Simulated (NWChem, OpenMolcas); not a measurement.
# C2H5F: a line through the functionals

The species is C2H5F (8 atoms), meant as a singlet with charge 0. As SMILES, `CCF`. Geometry: relaxed at PBE0-D4/def2-TZVP.

The dipole moment y, in D, basis aug-cc-pVDZ; a is the functional's share of exact exchange. Programs: NWChem 7.3.0, OpenMolcas 26.06.

| functional | program | a | y (D) |
| --- | --- | --- | --- |
| TPSS | OpenMolcas | 0 | 1.85 |
| revPBE | NWChem | 0 | 1.81 |
| B3LYP | NWChem | 0.2 | ? |
| PBE0 | NWChem | 0.25 | 1.92 |
| BHLYP | NWChem | 0.5 | 2.03 |

Task: Fit y = c + s·a to the known rows and predict B3LYP.

Result: 
1. Means of the 4 rows: a = 0.1875, y = 1.902.
2. Σ(Δa)² = 0.17188, Σ(Δa·Δy) = 0.068125, so the slope is 0.068125/0.17188 = 0.39635.
3. Intercept: 1.902 − (0.39635) × 0.1875 = 1.828. The largest residual of the fit is 0.022.
4. B3LYP: 1.828 + (0.39635) × 0.2 = 1.91 D.

The run gave 1.93 D, so the prediction is off by -0.02 D, about the scatter of the fit. More exact exchange makes the molecule more polar here. The measured value is 1.96 D (NIST CCCBDB); in this basis the line meets it at a = 0.33.
